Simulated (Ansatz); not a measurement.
in.yaml

```yaml
crystal:
  periodic: [false, false, false]
  atoms:
    - {symbol: C, position_ang: [0.000000, 0.165782, 2.976501]}
    - {symbol: Ga, position_ang: [0.000000, -0.053138, -0.594796]}
    - {symbol: H, position_ang: [0.000000, 1.116431, 3.509306]}
    - {symbol: H, position_ang: [0.000000, -0.702345, 3.630374]}
    - {symbol: H, position_ang: [0.000000, 1.286211, -1.463664]}
basis:
  gaussian: {orbitals: cc-pVDZ, fitting: {mean_field: def2-universal-jkfit}}
magnetization: {spin_polarized: false, initial_magnetization: 2}
correlation: {method: bccd_t, electrons: outside_noble_gas}
output: {forces: true}
```

```sh
$ ansatz run in.yaml --threads 1 --pin off --events-out ev --progress --plain --max-ram 2393MiB
```

Log:

```
395 factors; integrals over basis functions are off by at most 4.1e-1 eV
mean field evaluation 1: about -53401.7748 eV, gradient 2.2e1 eV
mean field evaluation 2: about -53389.4084 eV, gradient 4.3e1 eV
mean field evaluation 4: about -53404.8403 eV, gradient 4.4e0 eV
mean field evaluation 8: about -53406.9894 eV, gradient 5.4e0 eV
mean field evaluation 16: about -53402.5456 eV, gradient 2.7e1 eV
mean field evaluation 32: about -53405.0477 eV, gradient 2.7e-2 eV
mean field evaluation 64: about -53404.5342 eV, gradient 1.2e0 eV
mean field evaluation 96: about -53400.7334 eV, gradient 2.5e-3 eV
mean field evaluation 128: about -53400.4114 eV, gradient 1.8e-3 eV
mean field -53407.28293777 eV, -1962.6814472066 hartree, gradient 7.0e-6 eV, S^2 2.000000; 3 other end points of the search recorded, 0 dependent functions left out
mean field evaluation 160: about -53407.0907 eV, gradient 2.4e0 eV
mean field evaluation 192: about -53404.9732 eV, gradient 1.2e0 eV
determinant -53407.28293777 eV, -1962.6814472066 hartree, with singles and doubles -53412.42561812 eV, -1962.8704372234 hartree
determinant -53405.04768218 eV, -1962.5993030786 hartree, with singles and doubles -53410.17408287 eV, -1962.7876948292 hartree
determinant -53404.58464992 eV, -1962.5822869570 hartree, with singles and doubles -53409.75134041 eV, -1962.7721593303 hartree
determinant -53404.16713033 eV, -1962.5669433949 hartree, with singles and doubles -53410.37678117 eV, -1962.7951438545 hartree
15 core orbitals not correlated: weight in the atoms' cores, before any rotation towards them, 0.999 or more for the frozen orbitals, at most 0.001 for the correlated occupied ones
reference -53407.28293777 eV, -1962.6814472066 hartree; 6, 4 occupied and 35, 37 virtual orbitals, 395 factors
second order -3.96987345 eV of doubles, -0.06572740 eV of singles
cycle   1  -5.14440430 eV  change   -1.7e-3 eV  update   5.0e-3
cycle   2  -5.14183473 eV  change    2.6e-3 eV  update   3.1e-3
cycle   3  -5.14059119 eV  change    1.2e-3 eV  update   2.2e-3
cycle   4  -5.14082581 eV  change   -2.3e-4 eV  update   1.3e-3
cycle   5  -5.14088018 eV  change   -5.4e-5 eV  update   5.7e-4
cycle   6  -5.14103628 eV  change   -1.6e-4 eV  update   2.1e-4
cycle   7  -5.14112566 eV  change   -8.9e-5 eV  update   1.1e-4
cycle   8  -5.14115840 eV  change   -3.3e-5 eV  update   7.5e-5
cycle   9  -5.14115381 eV  change    4.6e-6 eV  update   4.7e-5
cycle  10  -5.14115398 eV  change   -1.6e-7 eV  update   2.2e-5
cycle  11  -5.14116085 eV  change   -6.9e-6 eV  update   9.5e-6
cycle  12  -5.14116329 eV  change   -2.4e-6 eV  update   3.8e-6
perturbative correction -0.08270476 eV, -0.0030393438 hartree
the calculation of the forces begins
Total energy: -53412.50680582 eV, -1962.8734208166 hartree
Atom 0 at     0.000000     0.165782     2.976501 Å, force     0.000000     0.148453     0.865893 eV/Å
Atom 1 at     0.000000    -0.053138    -0.594796 Å, force     0.000000    -0.899707     0.613664 eV/Å
Atom 2 at     0.000000     1.116431     3.509306 Å, force    -0.000000     0.888904    -0.552126 eV/Å
Atom 3 at     0.000000    -0.702345     3.630374 Å, force     0.000000    -1.020567    -0.401023 eV/Å
Atom 4 at     0.000000     1.286211    -1.463664 Å, force    -0.000000     0.882917    -0.526408 eV/Å
Dipole moment:    -0.000000     0.022766     0.127151 e Å
```

Forces (eV/Å):
```
C    0.000  0.148  0.866
Ga   0.000 -0.900  0.614
H    0.000  0.889 -0.552
H    0.000 -1.021 -0.401
H    0.000  0.883 -0.526
```

Ran on 1 thread of Intel Xeon Platinum 8488C, shared host: 14 s wall, 0.21 GiB peak host memory.
